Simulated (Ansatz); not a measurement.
# CH4AlCl: the cost of one run

Computed with Ansatz 0.2.0. Level: RKS SPW92 (LDA)/def2-SVP.

## (1) Reference run: CH₄AlCl, relaxed

The input, input.yaml:

```yaml
crystal:
  periodic: [false, false, false]
  atoms:
    - { symbol: Al, position_ang: [-0.441344, -0.016803, 1.01609] }
    - { symbol: Cl, position_ang: [1.745819, -1.356701, 0.586993] }
    - { symbol: C, position_ang: [-0.231156, 0.412733, -0.831249] }
    - { symbol: H, position_ang: [0.883237, -0.386403, -0.609698] }
    - { symbol: H, position_ang: [-1.019982, -0.071004, 2.497857] }
    - { symbol: H, position_ang: [-0.94565, -0.039209, -1.548326] }
    - { symbol: H, position_ang: [0.008977, 1.457387, -1.111567] }
basis:
  gaussian: { orbitals: def2-SVP }
hamiltonian:
  xc: lda
output:
  forces: true
relax:
  f_tol: 0.02
  max_steps: 120
  constraints: [{ distance: [1, 3] }, { distance: [0, 1] }, { distance: [2, 3] }]
  escape_saddle: false
```

Command:

```sh
$ ansatz run input.yaml --threads 1 --pin off --max-ram 2560MiB --backend cpu --events-out ev --progress --plain --runs-dir out
```

Q: Estimate wall time and peak memory on 1 thread of Arm Neoverse V2, shared host.

About 4.3 s, with a peak of 0.13 GiB.
